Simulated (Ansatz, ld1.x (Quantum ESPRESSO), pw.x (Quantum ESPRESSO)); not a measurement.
**From atom to crystal: TM potential for Rb**

```
Element                 : rubidium (Rb)
Generator               : ld1.x (Quantum ESPRESSO) 7.5
Type                    : norm-conserving Troullier–Martins (Kleinman–Bylander form)
Functional              : PBE
Relativity              : scalar-relativistic
Frozen core             : [Kr]
Valence charge          : 1
Reference configuration : 5s1 5p0
Partial waves           : 5p (bound, empty): rc 4.20 bohr; 4d channel at 0.4 Ry: rc 3.60 bohr; 4f channel at 0.45 Ry: rc 4.05 bohr; 5s (bound): rc 3.60 bohr
Local potential         : the s channel
Core correction         : Bessel-smoothed model core inside 3.60 bohr
```

Atomic tests: cutoffs needed: 6 Ry and 6 Ry (the cutoffs (Ry, on a coarse ladder) from which the occupation-weighted sum of valence levels, in a spherical-Bessel basis at the reference potential, stays within 10 and 1 mRy of its value at 400 Ry); ghost test: no extra level below or beside the all-electron valence levels (p, d, f, s tested) (spherical-Bessel basis up to 400 Ry, 20 bohr box); largest excitation error: -1.3 meV (all-electron minus pseudo) for 5s0 5p1, out of 2 test configurations.

Crystal test: bcc Rb in pw.x 7.5, no spin, 8³ k-points, Fermi–Dirac smearing 0.01 Ry, cutoffs 50/200 Ry. The lattice is a test structure that the element need not adopt, and mesh and smearing are coarse.

pw.x input:

```
&control
  calculation='scf', prefix='x', pseudo_dir='./', outdir='./tmp', tstress=.true., disk_io='low'
/
&system
  ibrav=0, nat=1, ntyp=1, ecutwfc=50, ecutrho=200, nbnd=7,
  occupations='smearing', smearing='fd', degauss=0.01
/
&electrons
  conv_thr=1e-09, mixing_beta=0.4, electron_maxstep=70
/
ATOMIC_SPECIES
Rb 1.0 Rb.UPF
CELL_PARAMETERS angstrom
  -2.84181503 2.84181503 2.84181503
  2.84181503 -2.84181503 2.84181503
  2.84181503 2.84181503 -2.84181503
ATOMIC_POSITIONS crystal
Rb 0.0000 0.0000 0.0000
K_POINTS automatic
8 8 8 0 0 0
```

```bash
pw.x < Rb.scf.in > Rb.scf.out
```

Problem. How does the run end?

Solution. It converges; the pressure is -0.01 GPa against -0.00 GPa from all-electron LAPW.  The log shows:

```
     unit-cell volume          =     619.5039 (a.u.)^3
     number of electrons       =         1.00
     number of Kohn-Sham states=            7
     kinetic-energy cutoff     =      50.0000  Ry
     charge density cutoff     =     200.0000  Ry
     scf convergence threshold =      1.0E-09
     Exchange-correlation= PBE
     number of k points=    29  Fermi-Dirac smearing, width (Ry)=  0.0100
     iteration #  1     ecut=    50.00 Ry     beta= 0.40
     total energy              =      -1.93854850 Ry
     estimated scf accuracy    <       0.00044481 Ry
     iteration #  2     ecut=    50.00 Ry     beta= 0.40
     total energy              =      -1.93861847 Ry
     estimated scf accuracy    <       0.00016759 Ry
     iteration #  3     ecut=    50.00 Ry     beta= 0.40
     total energy              =      -1.93862417 Ry
     estimated scf accuracy    <       0.00000005 Ry
     iteration #  4     ecut=    50.00 Ry     beta= 0.40
     c_bands:  1 eigenvalues not converged
     total energy              =      -1.93862465 Ry
     estimated scf accuracy    <       0.00000003 Ry
     iteration #  5     ecut=    50.00 Ry     beta= 0.40
     total energy              =      -1.93862467 Ry
     estimated scf accuracy    <       0.00000003 Ry
     iteration #  6     ecut=    50.00 Ry     beta= 0.40
     total energy              =      -1.93862467 Ry
     estimated scf accuracy    <          2.3E-09 Ry
     iteration #  7     ecut=    50.00 Ry     beta= 0.40
     the Fermi energy is    -0.4206 ev
!    total energy              =      -1.93862467 Ry
     estimated scf accuracy    <          5.6E-10 Ry
     smearing contrib. (-TS)   =      -0.00414978 Ry
     The total energy is F=E-TS. E is the sum of the following terms:
     one-electron contribution =       0.25679378 Ry
     hartree contribution      =       0.00148278 Ry
     xc contribution           =      -1.85391880 Ry
     ewald contribution        =      -0.33883265 Ry
     convergence has been achieved in   7 iterations
          total   stress  (Ry/bohr**3)                   (kbar)     P=       -0.05
```
